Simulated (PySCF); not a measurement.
Compound: C₃H₅FS.
SMILES: `CS/C=C\F`

A PySCF run (density fitting, gas phase, GFN2-xTB geometry) gave HOMO -5.97 eV, LUMO 0.21 eV, dipole 0.34 D and E = -615.311 Eh.

**Question.** Which of these levels was it?
A. B3LYP/pcSseg-1
B. PBE0/pcSseg-1
C. PBE0/def2-SVPD
D. B97-2/pcSseg-1

**Answer.** A. It is B3LYP/pcSseg-1. All candidates on this geometry:

```tsv
level and settings	kind	basis functions	SCF cycles	E (Eh)	HOMO (eV)	LUMO (eV)	dipole (D)
B3LYP/pcSseg-1	global hybrid	117	14	-615.3115	-5.97	0.21	0.34
B97-2/pcSseg-1, energy threshold 1e-07 Eh	global hybrid	117	9	-615.2425	-5.97	0.37	0.39
PBE0/def2-SVPD	global hybrid	150	13	-614.6793	-6.24	0.26	0.29
PBE0/pcSseg-1	global hybrid	117	13	-614.9082	-6.19	0.43	0.40
```

The nearest other candidate, by the summed differences of HOMO and LUMO, is B97-2/pcSseg-1: its HOMO differs by 0.00 eV and its LUMO by +0.16 eV. Cycle counts include a coarse-grid stage where the run had one.

Conformer computed: `[CH3:1][S:2]/[CH:3]=[CH:4]\[F:5]`: C1–S2–C3–C4 0°.
